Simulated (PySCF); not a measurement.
Proton affinity of `CSCC#N` (C3H5NS), site by site

System: `CSCC#N` (C3H5NS). Coordinates in Å; atoms count from 1 in this order:
```
C     1.4994    0.3766   -0.2566
S     0.6223   -0.5557    1.0145
C    -0.9754   -0.7789    0.1776
C    -1.6491    0.4811   -0.1009
N    -2.1361    1.5042   -0.3381
H     0.9868    1.3246   -0.4782
H     1.6226   -0.2116   -1.1782
H     2.4927    0.6015    0.1556
H    -0.8509   -1.3440   -0.7605
H    -1.5939   -1.3887    0.8535
```

These are calculated values, ωB97X-D3(BJ)/def2-TZVP in PySCF (grid level 2) at geometries from PBE0-D3(BJ)/def2-SVP. ωB97X-D3(BJ) is ωB97X-V with D3(BJ) in place of VV10. Zero-point and thermal terms (298.15 K, 1 bar) come from unscaled PBE0-D3(BJ)/def2-SVP harmonic frequencies, with soft modes damped to free rotors in the entropy.

```tsv
site	product	PA / kJ/mol	GB / kJ/mol	gas share	above best in water / kJ/mol
N5 (nitrile nitrogen)	CSCC#[NH+]	800	769	99.8 %	19.7
S2 (sulfide sulfur)	C[SH+]CC#N	785	753	0.2 %	0.0
```

PA is −ΔH and GB is −ΔG of B + H⁺ → BH⁺ in the gas phase. Shares are Boltzmann weights among the listed products; an error of 10 kJ/mol changes a ratio about 56-fold. Sites whose products fell apart, merged with another or lost in a GFN2-xTB screen aren't listed. Values in solvent are IEF-PCM free energies relative to the most favourable product.

Among these, N5 (nitrile nitrogen) wins by 16 kJ/mol in gas-phase free energy over S2.

In water the product from S2 is solvated 265 kJ/mol more strongly than the parent (electrostatics only); S2 comes first there, though a continuum can't settle small differences.

Measured values (NIST Chemistry WebBook, evaluated or the median of agreeing entries): proton affinity (−ΔH) 785 kJ/mol (computed 800, difference 15); gas-phase basicity (−ΔG) 754 kJ/mol (computed 769, difference 15). These are compared with the most favourable site that keeps the skeleton.
